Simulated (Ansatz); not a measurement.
CH₂O beside GeH₄: one fragment in the basis of the whole pair (the partner's atoms are ghosts).

Input (in.yaml):

```yaml
crystal:
  periodic: [false, false, false]
  atoms:
    - {symbol: C, position_ang: [0.133153, -0.198568, -2.108319]}
    - {symbol: O, position_ang: [-0.497862, 0.656556, -1.559358]}
    - {symbol: H, position_ang: [0.189395, -0.266193, -3.212593]}
    - {symbol: H, position_ang: [0.694441, -0.967855, -1.541384]}
basis:
  gaussian:
    orbitals: "def2-QZVPPD.json"
    ghost_atoms:
      - {symbol: Ge, position_ang: [-0.109488, 0.162812, 1.675560]}
      - {symbol: H, position_ang: [1.238598, 0.488337, 1.018011]}
      - {symbol: H, position_ang: [-0.719085, -1.077860, 1.008168]}
      - {symbol: H, position_ang: [-1.062761, 1.354619, 1.558133]}
      - {symbol: H, position_ang: [0.133607, -0.151748, 3.161883]}
correlation: {method: mp2}
```

The basis file named in the input lies beside it (Basis Set Exchange, JSON).

Run by:

```bash
ansatz run in.yaml --threads 4 --pin off --events-out ev --progress --plain --max-ram 9574MiB
```

The run's output (Ansatz 0.2.0):

```
Functional definition: HF
  name "HF"
  cite "Fock, Z. Phys. 61, 126 (1930) doi:10.1007/BF01340294"
  parent pbe
  exchange = exact_x
  correlation = 0
2506 factors; integrals over basis functions are off by at most 9.7e-4 eV
mean field evaluation 1: about -3097.9979 eV, gradient 3.2e1 eV
mean field evaluation 2: about -3097.9983 eV, gradient 3.2e1 eV
mean field evaluation 4: about -3099.9821 eV, gradient 2.3e0 eV
mean field evaluation 8: about -3100.0084 eV, gradient 1.1e-3 eV
mean field -3100.00839701 eV, -113.9232073289 hartree, gradient 1.2e-6 eV, S^2 0.000000; 0 other end points of the search recorded, 0 dependent functions left out
2 core orbitals not correlated: weight in the atoms' cores, before any rotation towards them, 1.000 or more for the frozen orbitals, at most 0.000 for the correlated occupied ones
reference -3100.00839701 eV, -113.9232073289 hartree; 6, 6 occupied and 414, 414 virtual orbitals, 2506 factors
second order -11.49584247 eV of doubles, -0.00000000 eV of singles
Total energy: -3111.50423948 eV, -114.3456717475 hartree
```

The lines “mean field evaluation” count trial sets of orbitals through the whole run, from several starts and some on an approximate energy, so they need not fall steadily or lie above the final value.

Time: 9 s of wall clock on 4 CPU threads of an Intel Xeon Platinum 8488C; the host was shared. Peak host memory: 2 GiB.
